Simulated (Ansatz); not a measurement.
# SiPHO (singlet): the correlation ladder at a displaced geometry (v2), cc-pVDZ

The task here is to estimate one member of a computed series from the others.

Program: Ansatz 0.2.0, Gaussian basis. Level of theory: cc-pVDZ, core rule «outside noble gas», up to 11 orbitals frozen. These are calculated values, not measurements.

The runs, in order: UHF; CCSD(T) on RHF; CCSD(T) on UHF; BCCD(T) on RHF; CISD; CCSDT(Q) on RHF.

13 further runs of the same task are left out: 5 that didn't finish, 8 set aside as unsound or not needed.

## The geometry

The geometry is a PBE0/def2-TZVP stationary point (not a proven minimum) with its atoms shifted at random (size 0.100 Å).

4 atoms, charge 0, spin multiplicity 1.

Atoms are counted from 1 here; the program's logs count them from 0.

Bond lengths: O1–P2 1.582 Å, O1–Si3 1.957 Å, P2–Si3 2.167 Å, Si3–H4 1.651 Å. Angles: P2–O1–Si3 74.7°, O1–P2–Si3 60.6°, O1–Si3–P2 44.8°, O1–Si3–H4 90.0°, P2–Si3–H4 80.9°.

As a file:

```mol
HOPSi
  3D, bonds by distance, orders not assigned

  4  4  0  0  0  0  0  0  0  0999 V2000
    0.1801    1.0479    0.3269 O   0  0
   -0.0786   -0.3822    0.9530 P   0  0
   -0.0685   -0.1492   -1.2015 Si  0  0
    1.4635   -0.7297   -0.9943 H   0  0
  1  2  8  0
  1  3  8  0
  2  3  8  0
  3  4  8  0
M  END
```

Set-up of the first run:

Input file in.yaml:

```yaml
crystal:
  periodic: [false, false, false]
  atoms:
    - {symbol: O, position_ang: [0.180118, 1.047851, 0.326918]}
    - {symbol: P, position_ang: [-0.078557, -0.382245, 0.952983]}
    - {symbol: Si, position_ang: [-0.068496, -0.149185, -1.201536]}
    - {symbol: H, position_ang: [1.463543, -0.729716, -0.994329]}
basis:
  gaussian: {orbitals: cc-pVDZ}
magnetization: {spin_polarized: true, initial_magnetization: 0}
hamiltonian: {xc: hf}
output: {orbitals: {seedname: orbitals}}
```

Launch:

```sh
ansatz run in.yaml --threads 1 --pin off --events-out ev --progress --plain --max-ram 2393MiB
```

Steps of the session up to this table: UHF; CCSD(T) on RHF; CCSD(T) on UHF; BCCD(T) on RHF; CISD; CCSDT(Q) on RHF.

One of the session's tables, all rows but one given; the rest of the session is left out.

| method | from RCCSDT(Q) (meV) |
| --- | --- |
| RHF | +11875.6 |
| UHF | +11836.4 |
| RMP2 | +1326.4 |
| UMP2 | +1529.2 |
| CISD | +2027.5 |
| RCCSD | +597.2 |
| UCCSD | +611.1 |
| RCCSD(T) | +98.8 |
| UCCSD(T) | +107.2 |
| BCCD(T) | +88.9 |
| RCCSDT | ? |
| RCCSDT(Q) | 0 |

Estimate the missing values for RCCSDT.

**Answer.** from RCCSDT(Q) (meV): +62.1. In the column «from RCCSDT(Q) (meV)» it lies between RCCSDT(Q) (0) and BCCD(T) (+88.9).

Caveats from the session: Warnings: restricted reference is unstable; spin contamination; large T1 diagnostic. Restricted and unrestricted rows rest on different reference determinants; where their highest levels disagree by more than a few hundredths of an eV, they describe different states and don't form one ladder.
